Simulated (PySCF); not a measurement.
**BH₃: BP86 against PBE0**

Base calculation in PySCF with density fitting and no spin–orbit coupling, BP86/def2-TZVP (no relativity): singlet, D3h, B–H 1.200 Å (×3); wavenumbers 1124, 1158 (×2), 2499, 2633 (×2) cm⁻¹; gap between the highest occupied and lowest empty levels 5.49 eV, polar-tensor charge of B 0.49 e, atomisation energy (no zero-point energy) 1197 kJ/mol.

**Question.** What changes on going to PBE0/def2-TZVP (no relativity)?

**Answer.** The point group stays the same. Changes: mean bond to B -0.007 Å, highest wavenumber +62 cm⁻¹, lowest wavenumber +21 cm⁻¹, gap between the highest occupied and lowest empty levels +2.48 eV, polar-tensor charge of B 0.00 e, atomisation energy (no zero-point energy) -30 kJ/mol. The new structure has B–H 1.193 Å (×3), with wavenumbers 1145, 1189 (×2), 2557, 2695 (×2) cm⁻¹.

Only the bonding shown was studied: isomers, or loss of a ligand pair, can lie lower.
